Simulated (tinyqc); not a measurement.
Worked calculation: ROHF in the sto-3g basis, for NH3+, spin multiplicity 2. One step of it, computed by the program tinyqc.

Problem. Iteration 1: Roothaan effective Fock matrix. With projectors Pc = D(beta) S, Po = (D(alpha) - D(beta)) S, Pv = 1 - D(alpha) S, the block xy is Px^T F Py; with Fc = (F(alpha) + F(beta))/2, the blocks are Fc for cc, oo, vv and cv, F(beta) for co and F(alpha) for ov.

F(alpha) (hartree), order 1N 1s, 1N 2s, 1N 2px, 1N 2py, 1N 2pz, 2H 1s, 3H 1s, 4H 1s:
$$\begin{pmatrix}
-14.365298 & -3.722320 & -0.000003 & 0.000000 & -0.008516 & -0.472410 & -0.472213 & -0.472213 \\
-3.722320 & -1.724755 & -0.000048 & 0.000000 & 0.049957 & -0.481294 & -0.481138 & -0.481138 \\
-0.000003 & -0.000048 & -0.158872 & 0.000000 & 0.000015 & -0.251051 & 0.125466 & 0.125466 \\
0.000000 & 0.000000 & 0.000000 & -0.158875 & 0.000000 & 0.000000 & -0.217383 & 0.217383 \\
-0.008516 & 0.049957 & 0.000015 & 0.000000 & -0.175983 & 0.128423 & 0.128376 & 0.128376 \\
-0.472410 & -0.481294 & -0.251051 & 0.000000 & 0.128423 & -0.331364 & -0.127932 & -0.127932 \\
-0.472213 & -0.481138 & 0.125466 & -0.217383 & 0.128376 & -0.127932 & -0.331303 & -0.127863 \\
-0.472213 & -0.481138 & 0.125466 & 0.217383 & 0.128376 & -0.127932 & -0.127863 & -0.331303
\end{pmatrix}$$

F(beta) (hartree), order 1N 1s, 1N 2s, 1N 2px, 1N 2py, 1N 2pz, 2H 1s, 3H 1s, 4H 1s:
$$\begin{pmatrix}
-14.341779 & -3.692538 & -0.000003 & 0.000000 & 0.000945 & -0.468106 & -0.467910 & -0.467910 \\
-3.692538 & -1.511245 & -0.000039 & 0.000000 & 0.314566 & -0.454726 & -0.454579 & -0.454579 \\
-0.000003 & -0.000039 & -0.105088 & 0.000000 & 0.000037 & -0.245249 & 0.122567 & 0.122567 \\
0.000000 & 0.000000 & 0.000000 & -0.105091 & 0.000000 & 0.000000 & -0.212360 & 0.212360 \\
0.000945 & 0.314566 & 0.000037 & 0.000000 & 0.516709 & 0.137437 & 0.137387 & 0.137387 \\
-0.468106 & -0.454726 & -0.245249 & 0.000000 & 0.137437 & -0.324496 & -0.123086 & -0.123086 \\
-0.467910 & -0.454579 & 0.122567 & -0.212360 & 0.137387 & -0.123086 & -0.324440 & -0.123020 \\
-0.467910 & -0.454579 & 0.122567 & 0.212360 & 0.137387 & -0.123086 & -0.123020 & -0.324440
\end{pmatrix}$$

D(alpha) at the start, order 1N 1s, 1N 2s, 1N 2px, 1N 2py, 1N 2pz, 2H 1s, 3H 1s, 4H 1s:
$$\begin{pmatrix}
1.065099 & -0.287276 & -0.000008 & 0.000000 & 0.016286 & 0.028820 & 0.028811 & 0.028811 \\
-0.287276 & 1.264543 & 0.000048 & 0.000000 & -0.091396 & -0.123365 & -0.123325 & -0.123325 \\
-0.000008 & 0.000048 & 1.105565 & 0.000000 & -0.000023 & -0.147444 & 0.073693 & 0.073693 \\
0.000000 & 0.000000 & 0.000000 & 1.105557 & 0.000000 & 0.000000 & -0.127667 & 0.127667 \\
0.016286 & -0.091396 & -0.000023 & 0.000000 & 1.039440 & 0.062759 & 0.062734 & 0.062734 \\
0.028820 & -0.123365 & -0.147444 & 0.000000 & 0.062759 & 0.034506 & 0.005009 & 0.005009 \\
0.028811 & -0.123325 & 0.073693 & -0.127667 & 0.062734 & 0.005009 & 0.034488 & 0.005003 \\
0.028811 & -0.123325 & 0.073693 & 0.127667 & 0.062734 & 0.005009 & 0.005003 & 0.034488
\end{pmatrix}$$

D(beta) at the start, order 1N 1s, 1N 2s, 1N 2px, 1N 2py, 1N 2pz, 2H 1s, 3H 1s, 4H 1s:
$$\begin{pmatrix}
1.059111 & -0.261410 & -0.000005 & 0.000000 & 0.089503 & 0.030211 & 0.030201 & 0.030201 \\
-0.261410 & 1.152808 & 0.000037 & 0.000000 & -0.407675 & -0.129373 & -0.129331 & -0.129331 \\
-0.000005 & 0.000037 & 1.105565 & 0.000000 & -0.000052 & -0.147445 & 0.073693 & 0.073693 \\
0.000000 & 0.000000 & 0.000000 & 1.105557 & 0.000000 & 0.000000 & -0.127667 & 0.127667 \\
0.089503 & -0.407675 & -0.000052 & 0.000000 & 0.144177 & 0.045754 & 0.045731 & 0.045731 \\
0.030211 & -0.129373 & -0.147445 & 0.000000 & 0.045754 & 0.034182 & 0.004687 & 0.004687 \\
0.030201 & -0.129331 & 0.073693 & -0.127667 & 0.045731 & 0.004687 & 0.034166 & 0.004680 \\
0.030201 & -0.129331 & 0.073693 & 0.127667 & 0.045731 & 0.004687 & 0.004680 & 0.034166
\end{pmatrix}$$

overlap S, order 1N 1s, 1N 2s, 1N 2px, 1N 2py, 1N 2pz, 2H 1s, 3H 1s, 4H 1s:
$$\begin{pmatrix}
1.000000 & 0.235038 & 0.000000 & 0.000000 & 0.000000 & 0.029116 & 0.029103 & 0.029103 \\
0.235038 & 1.000000 & 0.000000 & 0.000000 & 0.000000 & 0.328251 & 0.328160 & 0.328160 \\
0.000000 & 0.000000 & 1.000000 & 0.000000 & 0.000000 & 0.298336 & -0.149115 & -0.149115 \\
0.000000 & 0.000000 & 0.000000 & 1.000000 & 0.000000 & 0.000000 & 0.258332 & -0.258332 \\
0.000000 & 0.000000 & 0.000000 & 0.000000 & 1.000000 & -0.133204 & -0.133156 & -0.133156 \\
0.029116 & 0.328251 & 0.298336 & 0.000000 & -0.133204 & 1.000000 & 0.105868 & 0.105868 \\
0.029103 & 0.328160 & -0.149115 & 0.258332 & -0.133156 & 0.105868 & 1.000000 & 0.105806 \\
0.029103 & 0.328160 & -0.149115 & -0.258332 & -0.133156 & 0.105868 & 0.105806 & 1.000000
\end{pmatrix}$$

Give: effective F.

Solution.

effective F (hartree), order 1N 1s, 1N 2s, 1N 2px, 1N 2py, 1N 2pz, 2H 1s, 3H 1s, 4H 1s:
$$\begin{pmatrix}
-14.3535 & -3.7048 & 0.0000 & 0.0000 & 0.0033 & -0.4702 & -0.4700 & -0.4700 \\
-3.7048 & -1.6015 & 0.0000 & 0.0000 & 0.2027 & -0.4659 & -0.4658 & -0.4658 \\
0.0000 & 0.0000 & -0.1320 & 0.0000 & 0.0000 & -0.2481 & 0.1240 & 0.1240 \\
0.0000 & 0.0000 & 0.0000 & -0.1320 & 0.0000 & 0.0000 & -0.2149 & 0.2149 \\
0.0033 & 0.2027 & 0.0000 & 0.0000 & 0.1544 & 0.1385 & 0.1385 & 0.1385 \\
-0.4702 & -0.4659 & -0.2481 & 0.0000 & 0.1385 & -0.3279 & -0.1255 & -0.1255 \\
-0.4700 & -0.4658 & 0.1240 & -0.2149 & 0.1385 & -0.1255 & -0.3278 & -0.1254 \\
-0.4700 & -0.4658 & 0.1240 & 0.2149 & 0.1385 & -0.1255 & -0.1254 & -0.3278
\end{pmatrix}$$
